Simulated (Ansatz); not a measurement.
# O2Si: the cost of one run

Method: def2-TZVPP, core rule «outside noble gas», up to 7 orbitals frozen; program: Ansatz 0.2.0, Gaussian basis.

Plan: UHF; ROHF; CCSD(T) on UHF.

2 further runs of the same task are left out: 2 set aside as unsound or not needed.

## (1) The geometry

The geometry is a PBE0/def2-TZVP stationary point (not a proven minimum) of the parent state, kept for this charge and spin.

3 atoms, charge 1, spin multiplicity 4.

Atoms are counted from 1 here; the program's logs count them from 0.

Bond lengths: O1–O2 1.343 Å, O2–Si3 1.710 Å. Angles: O1–O2–Si3 113.5°.

## (2) UHF

Contents of in.yaml:

```yaml
crystal:
  periodic: [false, false, false]
  atoms:
    - {symbol: O, position_ang: [0.000000, -0.345870, 1.455845]}
    - {symbol: O, position_ang: [0.000000, 0.564635, 0.468388]}
    - {symbol: Si, position_ang: [0.000000, -0.124623, -1.096174]}
basis:
  gaussian: {orbitals: def2-TZVPP}
total_charge: 1
magnetization: {spin_polarized: true, initial_magnetization: 3}
hamiltonian: {xc: hf}
output: {orbitals: {seedname: orbitals}}
```

Run with:

```
> ansatz run in.yaml --threads 1 --pin off --events-out ev --progress --plain --max-ram 4096MiB --backend cpu
```

Q: Estimate wall time and peak memory on 1 thread of AMD EPYC 7R13, shared host.

About 8.5 s, with a peak of 0.25 GiB.
